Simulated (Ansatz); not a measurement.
The first iterations of a band of CH4AlF + H2 (9 atoms, charge 0, multiplicity 1).

Level of theory: RKS B3LYP/def2-mTZVP (Ansatz 0.2.0).

```yaml
movable_images: 7
climbing_image: yes
spring: 0.1 eV/Å²
optimiser: quadratic models (default)
start_path: through a guess of the saddle point
force_threshold: 0.05 eV/Å
iteration_limit: 60
end_points: relaxed
```

Image 0:

```xyz
9
Properties=species:S:1:pos:R:3
Al 0.028 -0.383 -0.053
F 0.077 -0.785 1.563
C 1.717 -0.153 -0.995
H 2.135 -1.121 -1.293
H 1.607 0.438 -1.908
H 2.472 0.329 -0.369
H -1.414 -0.262 -0.681
H -0.029 2.735 1.015
H -0.012 2.284 1.607
```

Image 8:

```xyz
9
Properties=species:S:1:pos:R:3
Al -0.018 0.585 -0.290
F 0.174 0.101 1.836
C 1.707 -0.021 -1.006
H 1.810 -1.109 -0.964
H 1.817 0.258 -2.060
H 2.561 0.412 -0.479
H -1.363 -0.195 -0.607
H -0.161 2.090 0.262
H 0.054 0.962 2.195
```

| iteration | highest image above the first end (eV) | largest band force component (eV/Å) |
| --- | --- | --- |
| 1 | 2.234 | 3.490 |
| 2 | 1.677 | 4.348 |
| 3 | 1.626 | 1.645 |

**Question.** Does the band converge within its limit, and where does its top end?

**Answer.** The run converged. It ended after 10 iterations with the highest image 1.632 eV above the first end. Another band between the same ends (7 images) ends at a top of the same energy, where a vibrational analysis finds 1 clearly imaginary mode. The orbitals stay closed-shell, which can raise the energy where a bond breaks towards radicals; this wasn't checked here.

Run time: 2.1 min on 2 threads of Intel(R) Xeon(R) Platinum 8259CL CPU @ 2.50GHz (Skylake/Cascade Lake) (shared host), peak memory 0.17 GiB.
